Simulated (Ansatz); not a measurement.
**CHOSi (doublet): the correlation ladder at a displaced geometry (v2), cc-pVDZ**

One table from this session's results is given with a row withheld; the runs are named, their logs left out.

The runs use Ansatz 0.2.0, Gaussian basis; cc-pVDZ, core rule «outside noble gas», up to 7 orbitals frozen.

Plan: UHF; CCSD(T) on ROHF; CCSD(T) on UHF; BCCD(T) on ROHF; CISD; CCSDT(Q) on ROHF; CCSDT(Q) on UHF; CASSCF and MRCISD+Q, 9 electrons in 9 orbitals; CASSCF and NEVPT2, 9 electrons in 9 orbitals.

17 further runs of the same task are left out: 5 that didn't finish, 12 set aside as unsound or not needed.

**What is computed**

The geometry is a PBE0/def2-TZVP stationary point (not a proven minimum) with its atoms shifted at random (size 0.100 Å).

4 atoms, charge 0, spin multiplicity 2.

Atoms are counted from 1 here; the program's logs count them from 0.

Bond lengths: O1–C2 1.349 Å, O1–Si3 1.847 Å, C2–Si3 1.769 Å, C2–H4 1.059 Å. Angles: C2–O1–Si3 65.0°, O1–C2–Si3 71.2°, O1–C2–H4 115.6°, Si3–C2–H4 165.9°, O1–Si3–C2 43.8°.

Coordinates:

```xyz
4
CHOSi
O     0.0782   -0.6574    0.8378
C    -0.0867    0.6803    0.7773
Si   -0.0101    0.0404   -0.8701
H     0.0730    1.2022    1.6851
```

Set-up of the first run:

File in.yaml:

```yaml
crystal:
  periodic: [false, false, false]
  atoms:
    - {symbol: O, position_ang: [0.078175, -0.657440, 0.837755]}
    - {symbol: C, position_ang: [-0.086699, 0.680330, 0.777301]}
    - {symbol: Si, position_ang: [-0.010078, 0.040436, -0.870130]}
    - {symbol: H, position_ang: [0.073030, 1.202171, 1.685144]}
basis:
  gaussian: {orbitals: cc-pVDZ}
magnetization: {spin_polarized: true, initial_magnetization: 1}
hamiltonian: {xc: hf}
output: {orbitals: {seedname: orbitals}}
```

Run with:

```
$ ansatz run in.yaml --threads 1 --pin off --events-out ev --progress --plain --max-ram 2393MiB
```

Among the steps run: UHF; CCSD(T) on ROHF; CCSD(T) on UHF; BCCD(T) on ROHF; CISD; CCSDT(Q) on ROHF; CCSDT(Q) on UHF; CASSCF and MRCISD+Q, 9 electrons in 9 orbitals; CASSCF and NEVPT2, 9 electrons in 9 orbitals.

One table of the session follows, with a row left open; its other results are not shown here.

| method | from UCCSDT(Q) (kJ/mol) |
| --- | --- |
| ROHF | +1131.3 |
| UHF | +1116.1 |
| RMP2 | +100.8 |
| UMP2 | +110.9 |
| CISD | +170.1 |
| RCCSD | +52.1 |
| UCCSD | +51.2 |
| RCCSD(T) | +7.8 |
| UCCSD(T) | +8.2 |
| BCCD(T) | +7.7 |
| RCCSDT | +5.3 |
| UCCSDT | +5.1 |
| RCCSDT(Q) | +1.0 |
| UCCSDT(Q) | 0 |
| CASSCF frontier | ? |
| NEVPT2 frontier | +164.4 |
| MRCISD frontier | +95.1 |
| MRCISD+Q frontier | +21.8 |

**Question.** Estimate the row for CASSCF frontier.

**Answer.** from UCCSDT(Q) (kJ/mol): +766.5. In the column «from UCCSDT(Q) (kJ/mol)» it lies between CISD (+170.1) and UHF (+1116.1).

Caveats from the session: Restricted and unrestricted rows rest on different reference determinants; where their highest levels disagree by more than a few hundredths of an eV, they describe different states and don't form one ladder.
